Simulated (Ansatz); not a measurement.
Mulliken charges of C2H2FNS (`NC1=C(F)S1`) from PBE/def2-TZVPP in Ansatz (PBE0-D4/def2-TZVP geometry).

```json
{"atom": "N1", "x (Å)": "-0.359", "y (Å)": "0.962", "z (Å)": "0.440", "charge (e)": "-0.201"}
{"atom": "C2", "x (Å)": "0.272", "y (Å)": "0.006", "z (Å)": "-0.200", "charge (e)": "0.243"}
{"atom": "C3", "x (Å)": "0.686", "y (Å)": "-1.326", "z (Å)": "0.079", "charge (e)": "-0.184"}
{"atom": "F4", "x (Å)": "-0.319", "y (Å)": "-2.210", "z (Å)": "-0.069", "charge (e)": "-0.124"}
{"atom": "S5", "x (Å)": "0.985", "y (Å)": "-0.168", "z (Å)": "-1.681", "charge (e)": "-0.130"}
{"atom": "H6", "x (Å)": "-0.763", "y (Å)": "0.785", "z (Å)": "1.345", "charge (e)": "0.201"}
{"atom": "H7", "x (Å)": "-0.441", "y (Å)": "1.883", "z (Å)": "0.042", "charge (e)": "0.195"}
```

Task: By hand: the dipole of these point charges (1 e Å = 4.8032 D).

Result: Σ q r = (-0.316, 0.873, 0.354) e Å, of length 0.994 e Å = 4.77 D.

Task: How does the dipole of the full density compare? (Best estimate.)

Result: Ansatz gave: (-0.497, 0.862, 0.306) e Å, 5.00 D; the point charges give 0.95 times that, at 10° from its direction.

Point charges leave out the atoms' own dipoles, such as those of lone pairs, and Mulliken's split depends on the basis, so the close match here is no proof of good charges.
